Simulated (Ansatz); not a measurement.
Ansatz (an electronic-structure program) input (r2SCAN/aug-cc-pV(T+d)Z): A basis named .json is the Basis Set Exchange file of that set (core-valence sets with the plain set on hydrogen).

Ansatz 0.2 input:
```yaml
crystal:
  periodic: [false, false, false]
  atoms:
    - {symbol: C, position_ang: [-0.00084066, 0.06417934, -1.20111192]}
    - {symbol: Si, position_ang: [0.00020234, 0.04776781, 0.68085373]}
    - {symbol: H, position_ang: [0.00228281, -0.95744935, -1.59188620]}
    - {symbol: H, position_ang: [-0.88652208, 0.57124442, -1.58638550]}
    - {symbol: H, position_ang: [0.88111184, 0.57700419, -1.58731491]}
    - {symbol: H, position_ang: [-1.21072394, -0.62626610, 1.22079099]}
    - {symbol: H, position_ang: [1.21606260, -0.61835849, 1.21951500]}
basis:
  gaussian:
    orbitals: aug-cc-pV_T+d_Z.json
    final_grid: {core_spheres: 18, valence_spheres: 15, degree: 47}
hamiltonian:
  xc: {name: r2SCAN}
magnetization: {spin_polarized: true, initial_magnetization: 1}
```

Output:

```
Functional definition: r2SCAN
integrals: 0.10 GiB planned
896 factors; their error is unknown
mean field: 1.23 GiB planned
mean field evaluation 1: about -8986.2350 eV, gradient 4.1e1 eV
mean field evaluation 2: about -8977.1736 eV, gradient 5.3e1 eV
mean field evaluation 4: about -8994.2003 eV, gradient 1.3e0 eV
mean field evaluation 8: about -8994.1960 eV, gradient 1.9e-1 eV
mean field evaluation 16: about -8994.1961 eV, gradient 4.5e-5 eV
mean field -8994.19612788 eV, -330.5306112144 hartree, gradient 4.5e-5 eV, S^2 0.754564; 0 other end points of the search recorded, 0 dependent functions left out
reference -8994.19615639 eV, -330.5306122623 hartree; 13, 12 occupied and 203, 204 virtual orbitals, 896 factors
Total energy: -8994.19615639 eV, -330.5306122623 hartree
```
